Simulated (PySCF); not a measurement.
Gas-phase reaction: 2 SiCl₃F + O₃ = SiOCl₂ + SiCl₂F₂ + 2 ClO

Method: PySCF energies plus ideal-gas RRHO corrections (1 bar). † marks an energy on the PBE0/def2-TZVP geometry and frequencies. Open shells (unrestricted): ClO (multiplicity 2); the rest are closed-shell singlets. Spin-orbit splitting is ignored; it lowers the true energy and changes the entropy of ClO. SiOCl₂: computed as isolated molecules; such fragments, hydroxides, amides, oligomers or adducts are transient or little studied in the gas. Strong static correlation: O₃.

PBE0/def2-QZVP† gives ΔH°(298 K) = 223 kJ.

Question: What do PBE0/def2-SVP†, M06-2X/def2-TZVP†, ωB97M-V/def2-TZVP† give?

Answer: PBE0/def2-SVP†: 315 kJ; M06-2X/def2-TZVP†: 215 kJ; ωB97M-V/def2-TZVP†: 233 kJ. For scale, ΔH°(298 K) is 223 kJ at this level, 233 kJ at ωB97M-V/def2-TZVP†, and runs from 95 to 340 kJ over the 14 levels computed.
